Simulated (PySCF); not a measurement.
N-methylsulfinylamine (`CN=S=O`). Level of theory: PySCF, PBE0-D3(BJ)/def2-SVP geometry optimisation, gas phase.

```
atom  x, y, z in Å
C1    -1.5363    2.3585   -1.9802
N2    -2.8235    1.7181   -2.0368
S3    -3.0055    0.2094   -2.2002
O4    -1.8022   -0.6399   -2.3129
H5    -1.4184    2.9971   -2.8717
H6    -1.5122    3.0311   -1.1086
H7    -0.6929    1.6506   -1.9324
```

What is the longest distance between nuclei?

O4···H6, 3.87 Å; the next longest distance is 3.70 Å.

Work out the bond lengths C1–N2, C1–H5, C1–H6, C1–H7, N2=S3, S3=O4 in Å.

For C1–N2 the difference vector is (-1.2872, -0.6404, -0.0566) Å, of length 1.4388 Å. C1–N2 1.439; C1–H5 1.103; C1–H6 1.101; C1–H7 1.102; N2=S3 1.528; S3=O4 1.477 Å.

How far apart are these pairs, which share no bond: N2···H5, S3···H7, H5···H6, H5···H7?

N2···H5 2.075 Å (2 bonds apart); S3···H7 2.738 Å (3 bonds apart); H5···H6 1.766 Å (2 bonds apart); H5···H7 1.795 Å (2 bonds apart).

Where is the centre of mass (commonest isotopes), and what is the radius of gyration?

Mass 76.994 u; centre at (-2.423, 0.735, -2.151) Å; Rg = √(Σ m r²/M) = 1.308 Å. As Ia + Ib + Ic = 2 Σ m r², the three principal moments sum to 263.6 u·Å².

Give the dihedral angles H5–C1–N2–S3, C1–N2–S3–O4, H6–C1–N2–S3, H7–C1–N2–S3.

H5–C1–N2–S3 114° (anticlinal); C1–N2–S3–O4 0° (synperiplanar); H6–C1–N2–S3 -130° (anticlinal); H7–C1–N2–S3 -8° (synperiplanar). Dihedral signs follow IUPAC: positive where, seen along the central bond, the front bond turns clockwise onto the rear one.

What is the repulsion energy of the bare nuclei, Σ ZA·ZB/RAB?

166.28 Eh over 21 pairs, with full nuclear charges and distances in bohr; the largest single term is 45.86 Eh (S3 with O4).

How far are the heavy atoms from their best plane (unweighted least squares)?

0.001 Å rms; none is more than 0.001 Å off.

Write the matrix of distances between heavy atoms (Å, lower triangle).

```
C1    0.000
N2    1.439  0.000
S3    2.613  1.528  0.000
O4    3.028  2.584  1.477  0.000
```

PBE0-D3(BJ)/def2-SVP frequencies: not computed here.

Time: 68 s. Hardware: one thread of an x86-64 server, shared host. This is the geometry optimisation.
